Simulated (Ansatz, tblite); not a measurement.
Spin states of the cluster Si₂S⁺ (the lowest doublet isomer of a short search), each relaxed with PBE-D4/def2-TZVP in Ansatz. Electronic energies in the gas phase.

The xTB rows come from tblite. HSE06 is defined as in plane-wave codes, on full-range PBE exchange. Correlated methods freeze 15 core orbitals. In CCSD on the charge 1 quartet the largest single amplitude is 0.20, so its Hartree–Fock determinant may place the open shell otherwise than the density functionals do. The structure comes from a short search, and lower isomers may exist.

Doublet geometry (C2v within 0.1 Å):

```xyz
3

Si   -1.053   -0.914   -0.170
Si    0.640    0.487    1.151
S     0.412    0.427   -0.981
```

Quartet geometry (C2v within 0.1 Å):

```xyz
3

Si    0.960   -0.825    0.180
Si    0.036    1.148    0.563
S    -0.997   -0.322   -0.744
```

⟨S²⟩: doublet 0.76 at PBE0-D4/def2-TZVP (pure 0.75), quartet 3.76 at PBE0-D4/def2-TZVP (pure 3.75).

Run but left out: HF/STO-3G, HF/def2-TZVP, HF/def2-TZVPP, MP2/def2-TZVP, MP2/def2-TZVPP (quartet: a determinant that CCSD turns far, T1 0.064).

Only these spin states were relaxed.

Estimate which spin state lies lowest at each of these levels, and by how much: GFN1-xTB; GFN2-xTB; PBE-D4/def2-TZVP; BLYP-D4/def2-TZVP; r2SCAN-D4/def2-TZVP; PBE0-D4/def2-TZVP; r2SCAN0-D4/def2-TZVP; HSE06-D4/def2-TZVP; BHLYP-D4/def2-TZVP; CAM-B3LYP-D4/def2-TZVP; RPA@PBE/def2-TZVP; CCSD/def2-TZVPP; CCSD(T)/def2-TZVPP.


```
                 level  quartet − doublet (kJ/mol)  lowest of these                     remarks
              GFN1-xTB                       317.2          doublet                           –
              GFN2-xTB                       216.0          doublet                           –
      PBE-D4/def2-TZVP                       213.7          doublet                           –
     BLYP-D4/def2-TZVP                       229.0          doublet                           –
   r2SCAN-D4/def2-TZVP                       203.4          doublet                           –
     PBE0-D4/def2-TZVP                       219.8          doublet                           –
  r2SCAN0-D4/def2-TZVP                       211.0          doublet                           –
    HSE06-D4/def2-TZVP                       219.5          doublet                           –
    BHLYP-D4/def2-TZVP                       241.7          doublet                           –
CAM-B3LYP-D4/def2-TZVP                       241.8          doublet                           –
     RPA@PBE/def2-TZVP                       230.7          doublet                           –
       CCSD/def2-TZVPP                       242.4          doublet  large T1 (0.064) (quartet)
    CCSD(T)/def2-TZVPP                       235.4          doublet  large T1 (0.064) (quartet)
```

Change of the quartet − doublet gap on mixing in exact exchange, in kJ/mol: PBE to PBE0 (25 % exact exchange) 6.0; BLYP to BHLYP (50 % exact exchange) 12.7; r2SCAN to r2SCAN0 (25 % exact exchange) 7.6. The xTB methods have no spin-polarisation term.
